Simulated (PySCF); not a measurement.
## Broadened absorption spectrum of PF2PH2

PF2PH2, F2H2P2.
Atom-mapped SMILES: `[F:1][P:2]([F:3])[PH2:4]` (hydrogens: H5, H6 on P4)

Geometry (PBE0-D3(BJ)/def2-SVP, Å), atoms numbered from 1 in this order:
```
atom  x, y, z in Å
F1    -1.4033   -0.9752   -1.0798
P2    -0.8648    0.4215   -0.4751
F3    -1.7645    0.4807    0.8639
P4     0.9580   -0.4279    0.5065
H5     1.3962    0.8808    0.8881
H6     1.6830   -0.3771   -0.7268
```

Method used: TDDFT PBE0/def2-SVPD, vertical, gas phase, core orbitals frozen in the response in PySCF 2.14.0, density-fitted response routines.

Broadening: Gaussians 0.4 eV wide at half height, area fixed by f = 4.319×10⁻⁹ ∫ε dν̃. The width is an assumption, not a result. The curve ends short of the highest state used, and states not computed would add to its high-energy end.

| λ (nm) | ε (L mol⁻¹ cm⁻¹) |
| --- | --- |
| 154.3 | 2136 |
| 157.7 | 228 |
| 161.1 | 35 |
| 164.5 | 423 |
| 167.9 | 2851 |
| 171.3 | 8380 |
| 174.7 | 11766 |
| 178.1 | 8595 |
| 181.6 | 3589 |
| 185.0 | 1523 |
| 188.4 | 1395 |
| 191.8 | 1495 |
| 195.2 | 1887 |
| 198.6 | 4360 |
| 202.0 | 10344 |
| 205.4 | 17797 |
| 208.8 | 21594 |
| 212.2 | 18952 |
| 215.7 | 12183 |
| 219.1 | 6055 |
| 222.5 | 2386 |
| 225.9 | 829 |
| 229.3 | 412 |
| 232.7 | 465 |
| 236.1 | 655 |
| 239.5 | 803 |
| 242.9 | 821 |
| 246.3 | 705 |
| 249.8 | 510 |
| 253.2 | 321 |
| 256.6 | 176 |
| 260.0 | 85 |
| 263.4 | 37 |
| 266.8 | 14 |
| 270.2 | 5 |
| 273.6 | 2 |

Question: Where are the band maxima, and which computed states make them?

Answer: 242 nm (5.13 eV), ε about 830, made up of S1 (100%); 209 nm (5.93 eV), ε about 22000, made up of S2 (100%); 175 nm (7.10 eV), ε about 12000, made up of S6 (59%) and S7 (40%) (ε in L mol⁻¹ cm⁻¹; maxima over ε = 5, shares over 10%). At its high-energy end, 8.04 eV, the curve is still rising (ε about 2200, from S8). The states used: S1 5.13 eV (f 0.012); S2 5.93 eV (f 0.321); S3 6.49 eV (f 0.0041); S4 6.51 eV (f 0.016); S5 7.04 eV (f 0.0006); S6 7.09 eV (f 0.103); S7 7.11 eV (f 0.071); S8 8.32 eV (f 0.119); S9 8.46 eV (f 0.033); S10 8.64 eV (f 0.037).

Question: Coming from long wavelengths, where does ε first pass 100 L mol⁻¹ cm⁻¹?

Answer: At about 259 nm (4.78 eV), 0.35 eV below S1.

Question: On this curve, what absorbance would a 10⁻⁵ mol/L sample give at 254 nm over a 1 cm path?

Answer: 254 nm is 4.881 eV, where ε is about 280 L mol⁻¹ cm⁻¹, so A = ε c l ≈ 0.0028 (Beer–Lambert, with the gas-phase spectrum and the assumed width).

Question: What would ε be at 5.93 eV, the highest of these maxima, with half the width (0.2 eV)?

Answer: About 43200 L mol⁻¹ cm⁻¹ against 21600, a factor of about 2.00; a lone state at its own centre would give exactly 2.

All these states lie below the vertical ionisation energy of 9.58 eV (ΔSCF).

The run took 10 s on one thread of an Arm Neoverse V1, on a shared host, and the process peaked at 0.49 GiB of memory.

One conformer stands for the species.
